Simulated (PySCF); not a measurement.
carbonyl sulfide (COS), SMILES O=C=S. Heavy atoms are numbered as in [O:1]=[C:2]=[S:3].

Coordinates come from a B3LYP-D3(BJ)/def2-TZVP optimisation.

Level of theory: PBE/def2-TZVPD in PySCF.

Mulliken values depend strongly on the basis, most of all with diffuse functions as here. ESP charges are fitted to the potential on shells at 1.4 to 2.0 van der Waals radii. Atomic charges (e), one atom of each kind:

```json
[
 {"atom": "O1", "ESP fit": "-0.15", "meta-Löwdin": "-0.23", "Mulliken": "-0.20"},
 {"atom": "C2", "ESP fit": "0.18", "meta-Löwdin": "0.23", "Mulliken": "0.54"},
 {"atom": "S3", "ESP fit": "-0.03", "meta-Löwdin": "0.00", "Mulliken": "-0.33"}
]
```
